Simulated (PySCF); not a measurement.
Stepwise substitution at one centre (Si Br-H). Isolated molecules, 0 K electronic values unless said otherwise. Strings in code marks are SMILES.

These are PBE-D3(BJ)/def2-TZVP // r2SCAN-D4/def2-TZVP (PySCF 2.14.0) values and carry that method's errors. Excitations are Tamm–Dancoff values on a coarser integration grid. The basis has no diffuse functions, so Rydberg states are missing or too high.

| species | HOMO–LUMO gap (eV) | dipole moment (D) | S1–T1 gap (TDA) (eV) | LUMO (eV) | T1 excitation (TDA) (eV) |
|---|---|---|---|---|---|
| 0 of 4 Br replaced by H (`Br[Si](Br)(Br)Br`) | 4.83 | 0.00 | – | -2.57 | – |
| 2 of 4 Br replaced by H | 5.80 | 0.97 | 0.31 | -1.54 | 5.62 |
| 3 of 4 Br replaced by H (`Br[SiH3]`) | 5.96 | 1.19 | 0.37 | -1.25 | 5.75 |
| 4 of 4 Br replaced by H | 8.75 | 0.00 | – | – | – |
